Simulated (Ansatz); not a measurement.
# C2H3O2: the cost of one run

Method: the levels named in each step, in Ansatz 0.2.0.

## (1) The structure to begin with

Bond lengths: O1–C2 1.189 Å, C2–C3 1.489 Å, C3–O4 1.405 Å, C3–H5 1.093 Å, C3–H6 1.102 Å, O4–H7 0.965 Å. Angles: O1–C2–C3 131.4°, C2–C3–O4 115.0°, C2–C3–H5 109.2°, C2–C3–H6 105.9°, O4–C3–H5 106.6°, O4–C3–H6 111.8°, H5–C3–H6 108.1°, C3–O4–H7 109.7°.

As a file:

```xyz
7

O     1.5243    0.3215    0.1074
C     0.7300   -0.5459    0.2836
C    -0.7542   -0.5616    0.1615
O    -1.3100    0.5573   -0.4818
H    -1.0577   -1.4377   -0.4166
H    -1.1411   -0.6777    1.1870
H    -0.9143    1.3638   -0.1305
```

## (2) A rough first relaxation, PBE-D4/def2-SVP

This run stands in another session on the same molecule. It ended at:

```xyz
7

O     1.4613    0.3810    0.1106
C     0.7448   -0.5601    0.2822
C    -0.7752   -0.5535    0.1523
O    -1.3108    0.5729   -0.4825
H    -1.0787   -1.4615   -0.4103
H    -1.1360   -0.7125    1.2041
H    -0.8284    1.3532   -0.1459
```

## (3) Relaxation, HF/STO-3G

File input.yaml:

```yaml
crystal:
  periodic: [false, false, false]
  atoms:
    - { symbol: O, position_ang: [1.46133127, 0.38100145, 0.11064374] }
    - { symbol: C, position_ang: [0.74476171, -0.56008073, 0.28223044] }
    - { symbol: C, position_ang: [-0.77522992, -0.55345523, 0.15231685] }
    - { symbol: O, position_ang: [-1.31080183, 0.57291607, -0.48252562] }
    - { symbol: H, position_ang: [-1.07873821, -1.46151023, -0.41034135] }
    - { symbol: H, position_ang: [-1.13598362, -0.71246476, 1.20406525] }
    - { symbol: H, position_ang: [-0.8283694, 1.35315343, -0.14588931] }
magnetization:
  spin_polarized: true
  initial_magnetization: 1
basis:
  gaussian: { orbitals: STO-3G }
hamiltonian:
  xc: hf
relax:
  f_tol: 0.002
  max_steps: 150
```

The run is started by

```sh
$ ansatz run input.yaml --threads 2 --pin off --max-ram 5120MiB --backend cpu --events-out ev --progress --plain --runs-dir out
```

What time and memory should one allow on 2 threads of Intel Xeon at 2.50GHz (Skylake/Cascade Lake), shared host?

About 34 s, with a peak of 0.095 GiB.
